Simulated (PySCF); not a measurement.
Gas-phase reaction: SiH₂(NH₂)₂ ⇌ N₂ + H₂ + SiH₄

Computed with PySCF and rigid-rotor harmonic-oscillator thermochemistry at 1 bar. † marks an energy on the PBE0/def2-TZVP geometry and frequencies. All species are closed-shell singlets. No R ln 2 is added for the mirror-image form of SiH₂(NH₂)₂. SiH₂(NH₂)₂: computed as isolated molecules; such fragments, hydroxides, amides, oligomers or adducts are transient or little studied in the gas. The harmonic model lacks anharmonicity and excited electronic states, which grow with temperature; levels with a mode under 35 cm⁻¹ are left out. Internal rotation in SiH₂(NH₂)₂ is treated as a harmonic vibration of one conformer, which makes the entropy rough.

ΔH° and ΔS° at 298 K: HF/def2-TZVP† 126 kJ, 237 J/K; M06-2X/def2-TZVP† 192 kJ, 237 J/K; PBE/def2-TZVP† 181 kJ, 237 J/K; LDA/def2-TZVP† 286 kJ, 237 J/K.

Question: With the heat capacities included, give log10 K (1 bar) at 800, 1000, 1600, 1800, 2000 K from HF/def2-TZVP†, M06-2X/def2-TZVP†, PBE/def2-TZVP†, LDA/def2-TZVP†.

Answer: 
| T (K) | HF/def2-TZVP† | M06-2X/def2-TZVP† | PBE/def2-TZVP† | LDA/def2-TZVP† |
|---|---|---|---|---|
| 800 | 4.2 | -0.1 | 0.6 | -6.2 |
| 1000 | 5.8 | 2.4 | 3.0 | -2.5 |
| 1600 | 8.2 | 6.0 | 6.4 | 3.0 |
| 1800 | 8.6 | 6.7 | 7.0 | 3.9 |
| 2000 | 8.9 | 7.2 | 7.5 | 4.7 |
